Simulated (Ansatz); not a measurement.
Input file:

```yaml
crystal:
  periodic: [false, false, false]
  atoms:
    - {symbol: B, position_ang: [0.000000, 0.000000, 1.294733]}
    - {symbol: Al, position_ang: [0.000000, 0.000000, -0.658940]}
    - {symbol: H, position_ang: [0.000000, 0.876343, 1.876039]}
    - {symbol: H, position_ang: [0.000000, -0.876343, 1.876039]}
basis:
  gaussian: {orbitals: 6-31G}
magnetization: {spin_polarized: false}
correlation: {method: ccsdtq, electrons: outside_noble_gas}
```

```sh
$ ansatz run in.yaml --threads 1 --pin off --events-out ev --progress --plain --max-ram 2393MiB
```

The program prints:

```
556 factors; integrals over basis functions are off by at most 1.8e-7 eV
mean field evaluation 1: about -7281.3734 eV, gradient 9.7e0 eV
mean field evaluation 2: about -7281.3717 eV, gradient 9.7e0 eV
mean field evaluation 4: about -7281.8323 eV, gradient 5.1e-1 eV
mean field evaluation 8: about -7281.8335 eV, gradient 3.2e-4 eV
mean field evaluation 16: about -7279.1279 eV, gradient 3.5e0 eV
mean field evaluation 32: about -7279.2524 eV, gradient 4.5e-1 eV
mean field evaluation 64: about -7251.2731 eV, gradient 2.3e1 eV
mean field -7281.83354273 eV, -267.6024468913 hartree, gradient 3.8e-6 eV, S^2 0.000000; 2 other end points of the search recorded, 0 dependent functions left out; unrestricted orbitals would lower it
determinant -7281.83354273 eV, -267.6024468913 hartree, with singles and doubles -7284.54680402 eV, -267.7021574044 hartree
determinant -7279.24891447 eV, -267.5074635547 hartree, with singles and doubles -7282.67389020 eV, -267.6333290914 hartree
6 core orbitals not correlated: weight in the atoms' cores, before any rotation towards them, 1.000 or more for the frozen orbitals, at most 0.000 for the correlated occupied ones
reference -7281.83354273 eV, -267.6024468913 hartree; 4, 4 occupied and 16, 16 virtual orbitals, 556 factors
second order -1.98024088 eV of doubles, -0.00000000 eV of singles
cycle   1  -2.45442941 eV  change   -4.7e-1 eV  update   7.4e-2
cycle   2  -2.76013923 eV  change   -3.1e-1 eV  update   3.7e-2
cycle   3  -2.76314440 eV  change   -3.0e-3 eV  update   1.2e-2
cycle   4  -2.76553141 eV  change   -2.4e-3 eV  update   8.4e-3
cycle   5  -2.77365533 eV  change   -8.1e-3 eV  update   6.3e-3
cycle   6  -2.77634912 eV  change   -2.7e-3 eV  update   4.4e-3
cycle   7  -2.77682482 eV  change   -4.8e-4 eV  update   2.5e-3
cycle   8  -2.77862580 eV  change   -1.8e-3 eV  update   1.3e-3
cycle   9  -2.77927784 eV  change   -6.5e-4 eV  update   6.0e-4
cycle  10  -2.77884890 eV  change    4.3e-4 eV  update   1.9e-4
cycle  11  -2.77888043 eV  change   -3.2e-5 eV  update   8.2e-5
cycle  12  -2.77889876 eV  change   -1.8e-5 eV  update   3.8e-5
cycle  13  -2.77893162 eV  change   -3.3e-5 eV  update   1.8e-5
cycle  14  -2.77893567 eV  change   -4.0e-6 eV  update   7.1e-6
cycle  15  -2.77893183 eV  change    3.8e-6 eV  update   3.6e-6
cycle  16  -2.77893054 eV  change    1.3e-6 eV  update   1.9e-6
cycle  17  -2.77893007 eV  change    4.7e-7 eV  update   9.4e-7
Total energy: -7284.61247280 eV, -267.7045706877 hartree
```

For the same geometry and basis full CI lies 0.2 meV lower.

Ran on 1 thread of Intel Xeon Platinum 8375C, shared host: 7.5 s wall, 0.17 GiB peak host memory.
